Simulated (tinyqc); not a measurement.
Worked calculation (part 2 of 2): RHF in the sto-3g basis, for CH3-, spin multiplicity 1. The basis has no diffuse functions, so it cannot describe the extra electron: this is an exercise in the method, not the real anion. Computed by tinyqc, a small Python program that keeps every step (integrals from PySCF). Command: `OMP_NUM_THREADS=1 python tinyqc.py 28633 28634 out.jsonl` (the two numbers bound the seeds that draw the settings). One thread of a shared host (Intel(R) Xeon(R) Processor @ 2.60GHz), about 0.07 s of CPU time with the checks.

Geometry (angstrom):

| atom | x | y | z |
|---|---|---|---|
| C | 0.00000 | 0.00000 | 0.03800 |
| H | 1.01900 | 0.00000 | 0.00000 |
| H | -0.51000 | 0.88300 | 0.00000 |
| H | -0.51000 | -0.88300 | 0.00000 |

## Iteration 2: building the Fock matrix

D after iteration 1, lower triangle:
```
           1C 1s     1C 2s    1C 2px    1C 2py    1C 2pz     2H 1s     3H 1s    4H 1s
1C 1s    2.04723
1C 2s   -0.11674   0.54274
1C 2px   0.06426  -0.18391   0.74406
1C 2py  -0.01071  -0.02325  -0.13775   1.04840
1C 2pz   0.00817  -0.07981  -0.16408  -0.18238   1.98167
2H 1s   -0.17880   0.30173   0.47671  -0.06576   0.18762   0.76327
3H 1s   -0.09641   0.18694  -0.16271   0.46327   0.14181   0.10718   0.31062
4H 1s   -0.14488   0.33134  -0.37522  -0.29306  -0.17961  -0.11935  -0.03052  0.45826
```

core Hamiltonian H = T + V (hartree), lower triangle:
```
            1C 1s     1C 2s    1C 2px    1C 2py    1C 2pz     2H 1s     3H 1s     4H 1s
1C 1s   -19.31776
1C 2s    -4.66460  -6.21402
1C 2px   -0.00002  -0.00012  -5.23866
1C 2py    0.00000   0.00000   0.00000  -5.23841
1C 2pz    0.00216   0.02119   0.00001   0.00000  -5.02440
2H 1s    -1.38917  -2.95290  -2.33433   0.00000   0.09267  -4.09041
3H 1s    -1.38691  -2.95005   1.16678  -2.02015   0.09256  -0.93644  -4.08851
4H 1s    -1.38691  -2.95005   1.16678   2.02015   0.09256  -0.93644  -0.93575  -4.08851
```

nuclear repulsion = 10.2358809 hartree

Given earlier and not repeated: Two-electron integrals (ij|kl) in chemists' order.

J_ij = sum D_kl (ij|kl), K_ij = sum D_kl (ik|jl); F = H + J - 0.5 K; E = tr D H + tr D J / 2 - 0.25 tr D K + E_nn.

Coulomb J (hartree), lower triangle:
```
           1C 1s     1C 2s    1C 2px    1C 2py    1C 2pz    2H 1s    3H 1s    4H 1s
1C 1s   12.85493
1C 2s    2.55425   6.24797
1C 2px  -0.00317   0.00444   6.26376
1C 2py  -0.00270  -0.01977  -0.00236   6.25223
1C 2pz  -0.00369  -0.02246  -0.00830  -0.00665   6.21088
2H 1s    0.75783   2.97141   2.58956  -0.00836  -0.10599  4.72875
3H 1s    0.75692   2.93882  -1.27198   2.19698  -0.10256  0.90555  4.59354
4H 1s    0.75742   2.95763  -1.28158  -2.22730  -0.10083  0.91037  0.90347  4.65764
```

exchange K (hartree), lower triangle:
```
           1C 1s     1C 2s    1C 2px    1C 2py    1C 2pz    2H 1s    3H 1s    4H 1s
1C 1s    7.18373
1C 2s    1.30737   1.86599
1C 2px   0.00386  -0.06420   1.47367
1C 2py  -0.00307  -0.01650  -0.04551   1.55141
1C 2pz  -0.00051  -0.02983  -0.05401  -0.04576   1.64349
2H 1s    0.39679   1.04535   0.86151  -0.02324  -0.02931  1.42848
3H 1s    0.40126   1.00259  -0.42112   0.74038  -0.01904  0.35333  1.21094
4H 1s    0.39732   1.03591  -0.46720  -0.72955  -0.05251  0.33655  0.33981  1.29933
```

Fock matrix F (hartree), lower triangle:
```
            1C 1s     1C 2s    1C 2px    1C 2py    1C 2pz     2H 1s     3H 1s     4H 1s
1C 1s   -10.05469
1C 2s    -2.76404  -0.89905
1C 2px   -0.00512   0.03642   0.28826
1C 2py   -0.00117  -0.01152   0.02040   0.23811
1C 2pz   -0.00127   0.01365   0.01871   0.01623   0.36473
2H 1s    -0.82973  -0.50417  -0.17553   0.00326   0.00134  -0.07589
3H 1s    -0.83062  -0.51252   0.10536  -0.19336  -0.00048  -0.20756  -0.10045
4H 1s    -0.82815  -0.51038   0.11880   0.15762   0.01798  -0.19435  -0.20218  -0.08054
```

total energy of this density = -38.5845354 hartree

## Iteration 2: diagonalisation and new density

X:
```
               1         2         3         4         5         6         7         8
1C 1s   -0.31135   0.00076   0.00000   0.96803   0.18560   0.00000  -0.00001   0.14641
1C 2s    1.65119  -0.00280   0.00000  -0.03075   0.02677   0.00000  -0.00010   0.42973
1C 2px   0.00276   1.18080   0.00000  -0.00012  -0.00001   0.00000   0.61322   0.00011
1C 2py   0.00000   0.00000   1.18014   0.00000   0.00000   0.61326   0.00000   0.00000
1C 2pz  -0.05329   0.00008   0.00000  -0.19571   0.98017   0.00000   0.00000  -0.01368
2H 1s   -0.76257  -1.11180   0.00000  -0.14993  -0.02887   0.00000   0.43350   0.29180
3H 1s   -0.75828   0.55799  -0.96348  -0.14996  -0.02888   0.37558  -0.21696   0.29157
4H 1s   -0.75828   0.55799   0.96348  -0.14996  -0.02888  -0.37558  -0.21696   0.29157
```

Diagonalise F' = X^T F X, C = X C', fill 5 alpha and 5 beta electrons from the bottom; D = 2 C_occ C_occ^T. Each column has its largest component positive (the first on a tie).

F' = X^T F X (hartree), lower triangle:
```
          1         2         3         4         5         6         7         8
1   1.22470
2   0.02886   1.38059
3  -0.01641   0.01248   1.33713
4   0.52337  -0.02176  -0.00496  -8.56725
5   0.10698   0.02780   0.03627  -1.79861   0.00294
6   0.01193  -0.00428   0.14331   0.00291   0.00337  -0.04062
7   0.01526   0.17102   0.03488  -0.01048   0.00723   0.00967  -0.01079
8   0.11217   0.02426  -0.00718  -3.02352  -0.61361  -0.01310   0.02141  -1.44955
```

orbital energies (hartree): MO1 -10.06361, MO2 -0.34730, MO3 -0.05634, MO4 -0.02984, MO5 0.36285, MO6 1.24625, MO7 1.35327, MO8 1.41187

coefficients C:
```
             MO1       MO2       MO3       MO4       MO5       MO6       MO7       MO8
1C 1s    0.99093  -0.20675   0.01359  -0.00866  -0.00749  -0.24560   0.05283  -0.04229
1C 2s    0.04259   0.48948  -0.04143   0.00892   0.02642   1.57946  -0.33101   0.25413
1C 2px   0.00073  -0.05311  -0.09718   0.45442  -0.03325  -0.23379  -0.25816   1.19548
1C 2py   0.00004   0.02927   0.48222   0.08010  -0.04652   0.20252   1.18060   0.30331
1C 2pz  -0.00039  -0.00878   0.00518  -0.00997   0.99849  -0.04952   0.03885   0.03026
2H 1s   -0.00933   0.27131  -0.13810   0.57274   0.03808  -0.54322   0.39195  -1.11492
3H 1s   -0.00846   0.31102   0.51066  -0.12374   0.01490  -0.99779  -0.84605   0.16309
4H 1s   -0.00868   0.28389  -0.40051  -0.37736  -0.05131  -0.71533   0.91226   0.61732
```

D after iteration 2, lower triangle:
```
           1C 1s     1C 2s    1C 2px    1C 2py    1C 2pz     2H 1s     3H 1s    4H 1s
1C 1s    2.05002
1C 2s   -0.11966   0.48779
1C 2px   0.01339  -0.03753   0.43973
1C 2py   0.00040  -0.01233  -0.02094   0.48395
1C 2pz  -0.01177   0.04353  -0.07554  -0.09002   1.99436
2H 1s   -0.14491   0.28848   0.51600  -0.02911   0.05842   0.84449
3H 1s   -0.12958   0.26002  -0.24575   0.48950   0.03206  -0.11273   0.74622
4H 1s   -0.13818   0.30092  -0.29187  -0.42533  -0.10406  -0.17133  -0.14044  0.77223
```

## Iteration 8 (converged): orbitals

converged F (hartree), lower triangle:
```
            1C 1s     1C 2s    1C 2px    1C 2py   1C 2pz     2H 1s     3H 1s     4H 1s
1C 1s   -10.34572
1C 2s    -2.81825  -1.01534
1C 2px   -0.00001  -0.00021   0.21198
1C 2py    0.00000   0.00000   0.00000   0.21240
1C 2pz    0.00323   0.01088   0.00001   0.00000  0.22758
2H 1s    -0.84604  -0.55652  -0.22935   0.00000  0.01275  -0.15459
3H 1s    -0.84468  -0.55596   0.11465  -0.19856  0.01273  -0.20606  -0.15393
4H 1s    -0.84468  -0.55596   0.11465   0.19856  0.01273  -0.20606  -0.20587  -0.15393
```

As before.

F' = X^T F X (hartree), lower triangle:
```
         1         2        3         4         5         6         7         8
1  1.13469
2  0.00076   1.29612
3  0.00000   0.00000  1.29532
4  0.56982  -0.00214  0.00000  -8.83565
5  0.10000  -0.00040  0.00000  -1.82207  -0.13854
6  0.00000   0.00000  0.17475   0.00000   0.00000  -0.08840
7  0.00037   0.17470  0.00000   0.00011   0.00003   0.00000  -0.08864
8  0.07617  -0.00044  0.00000  -3.07855  -0.62026   0.00000  -0.00001  -1.54356
```

orbital energies (hartree): MO1 -10.35333, MO2 -0.42997, MO3 -0.11034, MO4 -0.11013, MO5 0.22755, MO6 1.17268, MO7 1.31705, MO8 1.31782

coefficients C:
```
             MO1       MO2       MO3       MO4       MO5       MO6       MO7       MO8
1C 1s    0.99172  -0.21307   0.00003   0.00000  -0.01174  -0.24670   0.00000  -0.00060
1C 2s    0.03901   0.53927  -0.00023   0.00000   0.05459   1.61784  -0.00001   0.00468
1C 2px   0.00001   0.00019   0.46299  -0.00056   0.00001  -0.00284  -0.00039   1.24739
1C 2py   0.00000   0.00000  -0.00056  -0.46295   0.00000   0.00000   1.24679   0.00039
1C 2pz  -0.00074  -0.01382  -0.00001   0.00000   0.99868  -0.06716   0.00000  -0.00019
2H 1s   -0.00805   0.26676   0.56737  -0.00069  -0.01143  -0.78172   0.00033  -1.05340
3H 1s   -0.00804   0.26639  -0.28456  -0.49124  -0.01144  -0.78481  -0.90994   0.52320
4H 1s   -0.00804   0.26639  -0.28336   0.49194  -0.01144  -0.78481   0.90962   0.52376
```

D after iteration 8, lower triangle:
```
           1C 1s     1C 2s    1C 2px    1C 2py    1C 2pz     2H 1s     3H 1s    4H 1s
1C 1s    2.05810
1C 2s   -0.15372   0.59063
1C 2px  -0.00004  -0.00001   0.42871
1C 2py   0.00000   0.00000   0.00000   0.42865
1C 2pz  -0.01904   0.09408   0.00001   0.00000   1.99509
2H 1s   -0.12934   0.28557   0.52547   0.00000  -0.03021   0.78653
3H 1s   -0.12923   0.28557  -0.26284   0.45517  -0.03019  -0.17970   0.78691
4H 1s   -0.12923   0.28557  -0.26284  -0.45517  -0.03020  -0.17970  -0.17974  0.78691
```

## Convergence

Stop when the energy changes by less than 1e-08 hartree and every element of the error matrix X^T (F D S - S D F) X is below 3e-05.

Course of the cycle:

| iteration | E (hartree) | change | largest element of the error matrix |
|---|---|---|---|
| 1 | -29.4261422 | - | 4.92e+00 |
| 2 | -38.5845354 | -9.16e+00 | 5.05e-01 |
| 3 | -38.7827336 | -1.98e-01 | 6.12e-02 |
| 4 | -38.7907525 | -8.02e-03 | 1.92e-02 |
| 5 | -38.7916428 | -8.90e-04 | 4.76e-03 |
| 6 | -38.7916757 | -3.28e-05 | 9.47e-04 |
| 7 | -38.7916771 | -1.43e-06 | 4.61e-05 |
| 8 | -38.7916771 | -5.52e-09 | 1.09e-05 |

PySCF RHF in the same basis = -38.7916771 hartree

Converged in 8 iterations.

## Populations, bond orders and dipole

overlap S, lower triangle:
```
          1C 1s    1C 2s    1C 2px    1C 2py    1C 2pz    2H 1s    3H 1s    4H 1s
1C 1s   1.00000
1C 2s   0.24836  1.00000
1C 2px  0.00000  0.00000   1.00000
1C 2py  0.00000  0.00000   0.00000   1.00000
1C 2pz  0.00000  0.00000   0.00000   0.00000   1.00000
2H 1s   0.07338  0.53187   0.48980   0.00000  -0.01827  1.00000
3H 1s   0.07326  0.53145  -0.24487   0.42395  -0.01824  0.17305  1.00000
4H 1s   0.07326  0.53145  -0.24487  -0.42395  -0.01824  0.17305  0.17296  1.00000
```

Mulliken: Z minus the diagonal of D S on the atom; Loewdin: the same with S^(1/2) D S^(1/2); Mayer order: 2 sum_s sum (D(s) S)_ij (D(s) S)_ji over the two atoms.

Charges (e):

| atom | Mulliken | Loewdin |
|---|---|---|
| 1C | -0.62552 | -0.70075 |
| 2H | -0.12466 | -0.09959 |
| 3H | -0.12491 | -0.09983 |
| 4H | -0.12491 | -0.09983 |

Mayer bond orders:

| pair | order |
|---|---|
| 2-1 | 0.97715 |
| 3-1 | 0.97708 |
| 3-2 | 0.00366 |
| 4-1 | 0.97708 |
| 4-2 | 0.00366 |
| 4-3 | 0.00366 |

dipole moment about the origin, x y z (debye): 0.00132  0.00000  -0.31854
